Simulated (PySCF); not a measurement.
# Name the molecule from its bond curve

A diatomic of charge -1 contains Si. Its doublet curve at PBE0 in a triple-zeta basis (no relativity, PySCF), in eV from the separated fragments:

R (Å), E (eV) and a bar:
```
    1.436     -3.924 #############################
    1.503     -4.704 #############
    1.570     -5.136 ####
    1.620     -5.289 #
    1.670     -5.329 
    1.720     -5.281 #
    1.787     -5.121 ####
    1.870     -4.823 ##########
    1.971     -4.408 ###################
    2.104     -3.854 ##############################
```

The fit gives ωe = 1070 cm⁻¹ and the rotational constant Bₑ = 0.7236 cm⁻¹.

Which atom is the partner?

The minimum lies at 1.666 Å, so the reduced mass is 16.8576 u Å² cm⁻¹/(Bₑ·Re²) = 8.394 u. With Si at 27.98 u the partner weighs about 12.0 u: C. The molecule is SiC⁻.

The state is the lowest determinant that a PBE0 search found; another state may lie lower at other levels.
